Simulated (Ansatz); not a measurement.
For antiferromagnetic bcc Cr, rVV10 (Ansatz, a program for electronic structure, plane waves, PAW) gives:

```
Item                   Value
-------------------  -------
lattice parameter a  2.871 Å
bulk modulus B0      202 GPa
magnetic moment      0.76 μB
```

Question: What does B3LYP (VWN-RPA form) (plane waves, PAW; Ansatz) give for the same quantities?

Answer: 
- lattice constant a: 3.057 Å (rises by 6.5 %)
- bulk modulus: 91.4 GPa (falls by 55 %)
- magnetic moment: 3.09 μB (grows by 2.33 μB)

For comparison: lattice constant a 2.877 Å (measured, corrected for temperature and zero-point phonon effects; as tabulated in Levämäki et al. (2014), arXiv:1402.3671); bulk modulus 194 GPa (measured, corrected for temperature and zero-point phonon effects, our sources range from 174 to 205; as tabulated in Levämäki et al. (2014), arXiv:1402.3671).

Changes are worked out from the printed values.

Unless a cell is named, each level is at its own relaxed cell (rVV10 11.83, B3LYP (VWN-RPA form) 14.28 Å³/atom).

Spin-polarised runs: rVV10 (opposed moments), B3LYP (VWN-RPA form) (opposed moments).

Caveats: the cell is over a tenth larger than the published one: the level's own overestimate first of all, though another phase or state, or a fault of the published cell, is possible (B3LYP (VWN-RPA form)); the commensurate order stands in for chromium's spin-density wave, and the size of the moments varies much between levels (rVV10, B3LYP (VWN-RPA form)). Ansatz's density-functional and Hartree–Fock values are scalar-relativistic unless marked +SOC, with PAW data made under PBE.
